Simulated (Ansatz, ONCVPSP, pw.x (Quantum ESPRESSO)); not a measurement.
## Ta: one change to the ONCV potential, in the atom and in the bcc crystal

| Item | Value |
| --- | --- |
| Element | tantalum |
| Generator | ONCVPSP 4.0.1.1 (patched build) |
| Type | optimised norm-conserving Vanderbilt (ONCV) |
| Functional | PBE |
| Relativity | scalar-relativistic |
| Frozen core | [Xe] 4f14 |
| Valence charge | 5 |
| Reference configuration | 5d3.5 6s1.5 |
| Partial waves | 6s: rc 2.95 bohr, ncon 4, nbas 7, qcut 1.9 1/bohr, 1 projector; p scattering state at 0.06 Ha: rc 2.60 bohr, ncon 4, nbas 8, qcut 2.9 1/bohr, 1 projector; 5d: rc 2.85 bohr, ncon 3, nbas 8, qcut 4.8 1/bohr, 2 projectors, debl 1.7 Ha |
| Local potential | polynomial inside 2.35 bohr (lpopt 3, dvloc0 1 Ha) |
| Core correction | Teter function, fcfact 2, rcfact 1.2 |

Change: all radii but the core radius scaled by about 1.15 (s 3.40, p 3.00, d 3.28 bohr); local potential polynomial inside 2.70 bohr (lpopt 3, dvloc0 1 Ha).

Cutoffs, loose and tight: the cutoffs (Ha) at which the residual kinetic energy of the hardest occupied pseudo-wave falls to 1 and 0.1 mHa per electron. They do not see the model core or the augmentation charge, which bear on the density cutoff. Test errors are all-electron minus pseudo excitation energies from the reference, over the configurations 5d3 6s2; 5d3 6s1; 5d3 6s0; 5d2 6s2; variants that change the core or the reference have their own tests.

Crystal test: bcc Ta in pw.x 7.5, no spin, 14³ k-points, Fermi–Dirac smearing 0.01 Ry, cutoffs set for each file from its atomic test. The reference is all-electron LAPW (Ansatz 0.2.0) with the same functional, mesh and smearing; V0 and B0 come from Birch–Murnaghan fits to the pressures at five volumes. Errors are pseudo minus all-electron; Δ is the rms difference of the E(V) curves that follow from these fits, minima aligned, over ±6 % about the mean V0. Mesh and smearing are coarse, so the numbers serve the comparison and aren't converged zero-temperature values; the lattice is a test structure that the element need not adopt.

All-electron: a0 = 3.321 Å (V0 = 18.31 Å³/atom), B0 = 193.2 GPa.

Problem. Does the change bring the crystal closer to the all-electron result?

Solution. The mean pressure error goes from -4.90 to -2.03 GPa, so the change moves the solid closer to the all-electron pressures. The B0 error goes the other way, from -0.0 to -1.5 %.

| quantity | base | changed |
| --- | --- | --- |
| outcome (atom) | generated | generated, projector energies reset by the program |
| cutoff, loose (atom) | 8.5 Ha | 7.7 Ha |
| cutoff, tight (atom) | 13 Ha | 9.4 Ha |
| bound ghosts (atom) | none | none |
| largest test error (meV) (atom) | +84 | +168 |
| cutoffs in pw.x (Ry) | 50/200 | 50/200 |
| a0 (Å) | 3.292 | 3.309 |
| a0 error (%) | -0.85 | -0.34 |
| B0 error (%) | -0.0 | -1.5 |
| Δ (meV/atom) | 19.7 | 8.0 |
| mean pressure error (GPa) | -4.90 | -2.03 |

Base: The largest radius (2.95 bohr) exceeds half the bond length (2.71 bohr), so the spheres overlap, which is one possible source of error among others. This is a poor potential for the solid. Changed file: The largest radius (3.40 bohr) exceeds half the bond length (2.71 bohr), so the spheres overlap, which is one possible source of error among others.
